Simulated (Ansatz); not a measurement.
How far each method lies from full CI for HBSi, singlet

Geometry: a point of a stretch scan, not a stationary point.

```xyz
3

Si    0.0000    0.0000    2.7480
B     0.0000    0.0000   -0.7810
H     0.0000    0.0000   -1.9670
```

Basis 6-31G; Ansatz 0.2.0. Only valence electrons are correlated (noble-gas cores frozen), which leaves 8 electrons in 18 orbitals. Prefix R: restricted or restricted open-shell reference; prefix U: unrestricted. Active spaces: valence = (8e, 9o) chosen from the atoms' valence shells; pair = (2e, 2o) about the gap.

Full CI is exact within this basis and frozen core; it isn't the basis-set limit. The frozen core follows each run's orbitals, which can shift R against U totals by a few meV.

The determinant fills πx and πy unequally, so it is a mixture of Σ and Δ, which weighs on every level built on one determinant.

RHF is unstable: UHF (⟨S²⟩ = 1.90) lies 1.17 eV below the lowest RHF solution. Higher spins weren't run at this geometry and may lie near or lower.

- UHF ⟨S²⟩: 1.899
- ⟨S²⟩ of the determinant under UCCSD: 1.000
- T1 diagnostic (RCCSD): 0.0646
- largest doubles amplitude (RCCSD): 0.278

| level | E − E(full CI) (kJ/mol) | share of correlation (%) | wall time |
| --- | --- | --- | --- |
| RHF | 300.7 | 0.00 | – |
| UHF† | 187.8 | – | 0.72 s |
| RMP2 | 137.2 | 54.35 | – |
| UMP2† | 56.2 | – | – |
| CISD | 58.5 | 80.54 | 0.39 s |
| RCCSD* | 28.8 | 90.43 | – |
| UCCSD*† | -62.6 | – | – |
| RCCSD(T)* | 19.3 | 93.57 | 0.48 s |
| UCCSD(T)*† | -73.9 | – | 4.6 s |
| BCCD(T)* | 24.5 | 91.86 | 0.54 s |
| RCCSDT* | 1.9 | 99.38 | – |
| UCCSDT*† | -77.6 | – | – |
| CISDTQ | 7.6 | 97.46 | 2.4 s |
| RCCSDT(Q)* | -6.3 | 102.11 | 1.7 s |
| UCCSDT(Q)*† | -78.4 | – | 11 s |
| RCCSDTQ* | 0.5 | 99.83 | 29 s |
| UCCSDTQ*† | -78.6 | – | 72 s |
| CASSCF (valence space) | 80.2 | 73.31 | – |
| NEVPT2 (valence space) | 28.2 | 90.61 | 7.5 s |
| MRCISD (valence space) | 3.2 | 98.93 | – |
| MRCISD+Q (valence space) | 1.3 | 99.56 | 10 s |

An asterisk marks runs whose energy the program itself flagged as in doubt. A dagger marks rows that describe another state than the reference (another or a broken symmetry, a higher spin or other natural occupations), so the difference holds a gap between states beside the method's error.

The correlation energy at full CI, counted from RHF, is -3.116 eV. That run took 33 s on 1 thread of Arm Neoverse V2, shared host over 2,341,648 determinants.

Run but not shown, since their state, orbitals or frozen core can't be matched to the reference's or they repeat it: CASSCF (pair space), NEVPT2 (pair space), MRCISD (pair space), MRCISD+Q (pair space).

Times hold each run's SCF and search for its determinant on a shared host, so for small cases they say little of a method's own cost; they ran on 1 thread of Arm Neoverse V2.

Not variational, and here over 5 meV under the exact energy: RCCSDT(Q).

Unrestricted levels hold only the spin's projection, and here they fall towards a lower state of higher spin.

The full-CI state has the irrep A1 of C2v, in the program's axes (one component, if the state is degenerate).

Natural occupations of full CI about the gap: 1.963 1.950 1.617 0.821 0.772 0.350 0.242 0.226 0.021 0.008; effectively unpaired electrons, Σ n²(2−n)², 2.91. No single determinant describes this state well, so single-reference rows can miss without a flag.
